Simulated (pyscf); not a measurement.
One hydrogen abstraction on the doublet surface with elements of a group swapped. ωB97M-D3(BJ)/def2-TZVP, kcal/mol, from the separated reactants. PySCF, gas phase, ωB97X-D3(BJ)/def2-SVP geometries.

```csv
step,barrier,reaction energy,imaginary mode (i cm⁻¹)
`[CH2][Al]([OH])[OH]` [doublet] + `[H][H]` → `[CH3][Al]([OH])[OH]` + `[H]` [doublet],12.3,+2.0,1445
`[CH2][Ga]([OH])[OH]` [doublet] + `[H][H]` → `[CH3][Ga]([OH])[OH]` + `[H]` [doublet],___,___,1443
```

Task: What belongs in the gaps?

Result: 
- `[CH2][Ga]([OH])[OH]` [doublet] + `[H][H]` → `[CH3][Ga]([OH])[OH]` + `[H]` [doublet], barrier: 11.9
- `[CH2][Ga]([OH])[OH]` [doublet] + `[H][H]` → `[CH3][Ga]([OH])[OH]` + `[H]` [doublet], reaction energy: +0.1

Each row is the saddle that its search found. Elements up to Kr have no core potential and no relativistic terms here.
